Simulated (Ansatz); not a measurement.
Input file:

```yaml
crystal:
  periodic: [false, false, false]
  atoms:
    - {symbol: H, position_ang: [0.000000, 0.000000, 2.128979]}
    - {symbol: N, position_ang: [0.000000, 0.000000, 1.118367]}
    - {symbol: C, position_ang: [0.000000, 1.124516, 0.333248]}
    - {symbol: C, position_ang: [0.000000, -1.124516, 0.333248]}
    - {symbol: C, position_ang: [0.000000, 0.708407, -0.984124]}
    - {symbol: C, position_ang: [0.000000, -0.708407, -0.984124]}
    - {symbol: H, position_ang: [0.000000, 2.112872, 0.770179]}
    - {symbol: H, position_ang: [0.000000, -2.112872, 0.770179]}
    - {symbol: H, position_ang: [0.000000, 1.357252, -1.849402]}
    - {symbol: H, position_ang: [0.000000, -1.357252, -1.849402]}
basis:
  gaussian: {orbitals: cc-pVDZ}
correlation: {method: fic_mrcisd_q, electrons: outside_noble_gas, active_space: {window: {electrons: 8, orbitals: 8}}}
```

```sh
$ ansatz run in.yaml --threads 2 --pin off --events-out ev --progress --plain --max-ram 34560MiB --backend cuda --devices 0, --max-vram 37GiB
```

(1) Roughly how long does this take on 2 threads of AMD EPYC 7R13 with a shared H100 80 GB, shared host, and how much host memory?

```
878 factors; integrals over basis functions are off by at most 1.4e-3 eV
mean field evaluation 1: about -5679.4203 eV, gradient 3.1e1 eV
mean field evaluation 2: about -5679.7124 eV, gradient 3.0e1 eV
mean field evaluation 4: about -5682.4454 eV, gradient 4.0e0 eV
mean field evaluation 8: about -5682.4964 eV, gradient 3.9e-4 eV
mean field -5682.49639522 eV, -208.8278907901 hartree, gradient 8.0e-6 eV, S^2 0.000000; 0 other end points of the search recorded, 0 dependent functions left out
reference -5682.49639522 eV, -208.8278907901 hartree; 18, 18 occupied and 77, 77 virtual orbitals, 878 factors
state -5685.47110380 eV, -208.9372093139 hartree
contracted CI cycle   1: correlation 0.00000000 eV, 0.0000000000 hartree, residual 3.78e1 eV
contracted CI cycle   2: correlation -14.02796310 eV, -0.5155181353 hartree, residual 6.24e0 eV
contracted CI cycle   3: correlation -14.46058898 eV, -0.5314168434 hartree, residual 1.30e0 eV
contracted CI cycle   4: correlation -14.48264431 eV, -0.5322273616 hartree, residual 3.99e-1 eV
contracted CI cycle   5: correlation -14.48509914 eV, -0.5323175752 hartree, residual 1.52e-1 eV
contracted CI cycle   6: correlation -14.48543126 eV, -0.5323297801 hartree, residual 5.65e-2 eV
contracted CI cycle   7: correlation -14.48547154 eV, -0.5323312606 hartree, residual 1.93e-2 eV
contracted CI cycle   8: correlation -14.48547620 eV, -0.5323314319 hartree, residual 6.22e-3 eV
contracted CI cycle   9: correlation -14.48547668 eV, -0.5323314495 hartree, residual 2.13e-3 eV
state -5685.47110380 eV, -208.9372093139 hartree; corrected -5702.38414914 eV, -209.5587522660 hartree
state -5685.14806605 eV, -208.9253378954 hartree
contracted CI cycle   1: correlation 0.00000000 eV, 0.0000000000 hartree, residual 3.84e1 eV
contracted CI cycle   2: correlation -14.33805807 eV, -0.5269139153 hartree, residual 6.20e0 eV
contracted CI cycle   3: correlation -14.76400808 eV, -0.5425672894 hartree, residual 1.31e0 eV
contracted CI cycle   4: correlation -14.78580742 eV, -0.5433684005 hartree, residual 3.98e-1 eV
contracted CI cycle   5: correlation -14.78810063 eV, -0.5434526743 hartree, residual 1.48e-1 eV
contracted CI cycle   6: correlation -14.78841202 eV, -0.5434641178 hartree, residual 5.64e-2 eV
contracted CI cycle   7: correlation -14.78845178 eV, -0.5434655788 hartree, residual 1.81e-2 eV
contracted CI cycle   8: correlation -14.78845572 eV, -0.5434657238 hartree, residual 5.33e-3 eV
contracted CI cycle   9: correlation -14.78845606 eV, -0.5434657364 hartree, residual 1.59e-3 eV
state -5685.14806605 eV, -208.9253378954 hartree; corrected -5702.41281479 eV, -209.5598057093 hartree
state -5685.14806605 eV, -208.9253378954 hartree; corrected -5702.41281479 eV, -209.5598057093 hartree
state -5684.99086609 eV, -208.9195609036 hartree
contracted CI cycle   1: correlation 0.00000000 eV, 0.0000000000 hartree, residual 3.89e1 eV
contracted CI cycle   2: correlation -14.53929201 eV, -0.5343091263 hartree, residual 6.17e0 eV
contracted CI cycle   3: correlation -14.95733795 eV, -0.5496720312 hartree, residual 1.11e0 eV
contracted CI cycle   4: correlation -14.97141825 eV, -0.5501894725 hartree, residual 2.49e-1 eV
contracted CI cycle   5: correlation -14.97214461 eV, -0.5502161660 hartree, residual 5.89e-2 eV
contracted CI cycle   6: correlation -14.97218341 eV, -0.5502175919 hartree, residual 1.54e-2 eV
contracted CI cycle   7: correlation -14.97218615 eV, -0.5502176925 hartree, residual 4.15e-3 eV
contracted CI cycle   8: correlation -14.97218635 eV, -0.5502176997 hartree, residual 1.12e-3 eV
state -5684.99086609 eV, -208.9195609036 hartree; corrected -5702.43567975 eV, -209.5606459809 hartree
state -5684.99086609 eV, -208.9195609036 hartree; corrected -5702.43567975 eV, -209.5606459809 hartree
WARN: the results are in doubt because another end's mean lies 0.480 eV lower, and its corrected mean 0.052 eV higher
Total energy: -5702.43567975 eV, -209.5606459809 hartree
In doubt: another end's mean lies 0.480 eV lower, and its corrected mean 0.052 eV higher
```

Results:

(1) 14 s wall and 0.92 GiB.
